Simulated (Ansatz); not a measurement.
This script drives Ansatz's Python interface.

`md_c3h3n.py`
```python
import ansatz
import numpy as np
from rdkit import Chem
from rdkit.Chem import AllChem

rd = Chem.AddHs(Chem.MolFromSmiles('C=CC#N'))
AllChem.EmbedMolecule(rd, randomSeed=213)
AllChem.UFFOptimizeMolecule(rd)
system = ansatz.Crystal.molecule()
for atom, xyz in zip(rd.GetAtoms(), rd.GetConformer().GetPositions()):
    system = system.atom(atom.GetSymbol(), xyz.round(5).tolist())

model = (
    system.calculation()
    .basis(gaussian='6-31G')
    .functional('BLYP')
)
symbols = [site.symbol for site in system.cartesian_sites]
start = np.array([site.position_ang for site in system.cartesian_sites], dtype=float)
r = model.relax(force_tolerance=0.02, max_steps=100).run().report
end = np.array(r['positions_ang'])
minimum = ansatz.Crystal.molecule()
for symbol, place in zip(symbols, end):
    minimum = minimum.atom(symbol, place.tolist())

model = (
    minimum.calculation()
    .basis(gaussian='6-31G')
    .functional('BLYP')
    .md('nve', timestep=0.5, steps=20, temperature=800, initial_velocities='maxwell_boltzmann', seed=20)
)
frames = []
result = model.session().plan().execute(on_event=lambda e: frames.append(e['data']) if e['event'] == 'md_step' else None)
print('t (fs)   E_pot (eV)      E_kin (eV)   T (K)   d(0-1) (A)')
for f in frames[::2]:
    xyz = np.array(f['positions_ang'])
    print(f'{f["time_fs"]:6.2f} {f["lagrangian_ev"]:14.5f} {f["e_kin_ev"]:10.5f} {f["temperature_k"]:8.1f} {np.linalg.norm(xyz[0] - xyz[1]):9.4f}')
kept = np.array([f['conserved_ev'] for f in frames])
print(f'conserved energy moves by at most {1000 * np.ptp(kept):.3f} meV')
symbols = [site.symbol for site in system.cartesian_sites]
with open('last_frame.xyz', 'w') as handle:
    handle.write(f'{len(symbols)}\nt = {frames[-1]["time_fs"]} fs\n')
    handle.writelines('{:2s} {:10.5f} {:10.5f} {:10.5f}\n'.format(s, *xyz) for s, xyz in zip(symbols, frames[-1]['positions_ang']))
```

It is started by `python md_c3h3n.py`. How long does it take on 1 thread of Arm Neoverse V1, on a shared host, and how much memory does it need?

It took about 36 s, with a peak of 0.23 GiB, for 2 runs of the engine.

Output of `python md_c3h3n.py`:
```text
t (fs)   E_pot (eV)      E_kin (eV)   T (K)   d(0-1) (A)
  0.00    -4645.76741    0.51704    800.0    1.3550
  1.00    -4645.73165    0.48175    745.4    1.3714
  2.00    -4645.65011    0.40103    620.5    1.3863
  3.00    -4645.57024    0.32151    497.5    1.3984
  4.00    -4645.51390    0.26499    410.0    1.4070
  5.00    -4645.47285    0.22381    346.3    1.4119
  6.00    -4645.43914    0.19025    294.4    1.4131
  7.00    -4645.42119    0.17258    267.0    1.4106
  8.00    -4645.43504    0.18651    288.6    1.4046
  9.00    -4645.48502    0.23614    365.4    1.3955
 10.00    -4645.54957    0.30005    464.3    1.3839
conserved energy moves by at most 1.846 meV
```

`last_frame.xyz`, as written:
```text
7
t = 10.0 fs
C    -0.95593   -0.17864    0.54571
C     0.11847    0.48436   -0.02101
C     1.23848   -0.26045   -0.65860
N     2.11301   -0.68724   -1.37610
H    -0.97885   -1.27994    0.46650
H    -1.83427    0.38083    0.92118
H     0.25857    1.54592   -0.16236
```

Reading the output:
- Total energies depend on the basis set; only differences at equal settings carry meaning.
- The trajectory is only some femtoseconds long, so its temperature is not equilibrated; where the script doesn't relax first, it starts from a rough generated geometry.
- The temperature counts the internal degrees of freedom alone.

(Lines on the test bed's own set-up are left out of the output.)
